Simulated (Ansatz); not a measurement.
Born–Oppenheimer molecular dynamics of C$_{2}$HF$_{2}$N (6 atoms, charge 0, multiplicity 1). It starts from a relaxed structure.

Level of theory: Ansatz 0.2.0, RKS B3LYP-D4/def2-SVP.

| Quantity | Value |
| --- | --- |
| ensemble | NVT, Langevin thermostat |
| time step | 0.25 fs |
| steps asked | 300 |
| set temperature | 700 K |
| friction | 0.01 /fs |
| seed | 104998 |

Frames 2.5 fs apart, positions in Å.

Velocities at 5.0 fs (Å/ps):

```
N 0.81 0.05 -2.77
C 10.66 7.56 -0.75
C -0.77 -1.44 -3.38
F -4.81 -3.29 13.25
F -4.93 -0.60 -5.12
H 4.28 0.14 -3.39
```

```xyz
6
Properties=species:S:1:pos:R:3 time_fs=5.0 energy_less_start_eV=0.110 T=489
N 1.143 -1.752 0.585
C 0.592 -0.781 0.285
C -0.258 0.368 -0.122
F -1.438 0.002 -0.548
F 0.434 1.088 -1.040
H -0.427 0.955 0.798
6
Properties=species:S:1:pos:R:3 time_fs=7.5 energy_less_start_eV=0.141 T=402
N 1.147 -1.751 0.578
C 0.611 -0.762 0.281
C -0.256 0.367 -0.127
F -1.452 -0.005 -0.517
F 0.423 1.086 -1.051
H -0.406 0.966 0.793
6
Properties=species:S:1:pos:R:3 time_fs=10.0 energy_less_start_eV=0.139 T=416
N 1.155 -1.751 0.567
C 0.633 -0.747 0.271
C -0.249 0.378 -0.125
F -1.464 -0.013 -0.494
F 0.414 1.082 -1.062
H -0.369 1.017 0.792
6
Properties=species:S:1:pos:R:3 time_fs=12.5 energy_less_start_eV=0.110 T=524
N 1.164 -1.743 0.553
C 0.658 -0.745 0.254
C -0.235 0.398 -0.118
F -1.472 -0.022 -0.476
F 0.403 1.078 -1.075
H -0.338 1.083 0.764
6
Properties=species:S:1:pos:R:3 time_fs=15.0 energy_less_start_eV=0.123 T=415
N 1.178 -1.734 0.540
C 0.679 -0.746 0.237
C -0.221 0.418 -0.104
F -1.475 -0.025 -0.461
F 0.391 1.076 -1.093
H -0.317 1.125 0.724
6
Properties=species:S:1:pos:R:3 time_fs=17.5 energy_less_start_eV=0.138 T=403
N 1.193 -1.738 0.531
C 0.689 -0.741 0.221
C -0.202 0.432 -0.088
F -1.471 -0.026 -0.450
F 0.377 1.081 -1.113
H -0.309 1.161 0.707
6
Properties=species:S:1:pos:R:3 time_fs=20.0 energy_less_start_eV=0.143 T=422
N 1.207 -1.736 0.518
C 0.688 -0.734 0.212
C -0.187 0.437 -0.076
F -1.460 -0.026 -0.435
F 0.361 1.086 -1.137
H -0.289 1.205 0.712
6
Properties=species:S:1:pos:R:3 time_fs=22.5 energy_less_start_eV=0.119 T=531
N 1.223 -1.724 0.499
C 0.683 -0.733 0.217
C -0.176 0.441 -0.069
F -1.444 -0.022 -0.419
F 0.348 1.097 -1.164
H -0.263 1.220 0.738
6
Properties=species:S:1:pos:R:3 time_fs=25.0 energy_less_start_eV=0.096 T=610
N 1.241 -1.712 0.477
C 0.676 -0.735 0.222
C -0.167 0.443 -0.068
F -1.425 -0.021 -0.397
F 0.331 1.109 -1.191
H -0.251 1.200 0.754
6
Properties=species:S:1:pos:R:3 time_fs=27.5 energy_less_start_eV=0.092 T=559
N 1.259 -1.699 0.461
C 0.669 -0.743 0.226
C -0.162 0.447 -0.076
F -1.403 -0.018 -0.375
F 0.312 1.117 -1.218
H -0.239 1.170 0.752
6
Properties=species:S:1:pos:R:3 time_fs=30.0 energy_less_start_eV=0.102 T=538
N 1.279 -1.688 0.449
C 0.668 -0.743 0.220
C -0.156 0.457 -0.093
F -1.383 -0.013 -0.354
F 0.291 1.119 -1.242
H -0.222 1.143 0.755
6
Properties=species:S:1:pos:R:3 time_fs=32.5 energy_less_start_eV=0.102 T=505
N 1.304 -1.682 0.440
C 0.670 -0.736 0.213
C -0.144 0.466 -0.116
F -1.367 -0.010 -0.335
F 0.273 1.120 -1.258
H -0.175 1.151 0.761
```

Of the whole run (75 fs, mean temperature of the second half 436 K): The mean temperature of the second half is 38 % below the set value. A run of 0.075 ps of so small a system gives no equilibrium averages.

Time of the run: 7 min on 1 thread of Arm Neoverse V2, with other jobs on the host, peak memory 0.12 GiB.
